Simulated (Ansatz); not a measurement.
Born–Oppenheimer molecular dynamics of FH₂Si (4 atoms, charge 0, multiplicity 2). It starts from a relaxed structure.

All numbers below come from Ansatz, UKS CAM-B3LYP-D4/def2-mTZVP.

```
ensemble        : NVT, Langevin thermostat
time step       : 3 fs
steps asked     : 40
set temperature : 1000 K
friction        : 0.05 /fs
seed            : 147344
```

First frame:

```xyz
4
Properties=species:S:1:pos:R:3
F 1.244 0.661 -0.450
Si -0.072 -0.255 -0.289
H -1.247 0.646 -0.213
H 0.076 -1.051 0.953
```

Problem. How far do the bonds stretch over the last three quarters of this one trajectory? (Pairs bonded in most of those frames.)

Solution. 
```tsv
bond	mean (Å)	spread (Å)	shortest	longest
F1–Si2	1.631	0.044	1.56	1.71
Si2–H3	1.500	0.064	1.38	1.64
Si2–H4	1.509	0.060	1.42	1.63
```

Mean temperature of the second half: 901 K. A step of 3 fs is long for free X–H stretches (periods near 10 fs) and can bias their spread and the temperature. A run of 0.12 ps of so small a system gives no equilibrium averages.

Run time: 39 s on 1 thread of Intel(R) Xeon(R) 6975P-C (Granite Rapids) (shared host), peak memory 0.12 GiB.
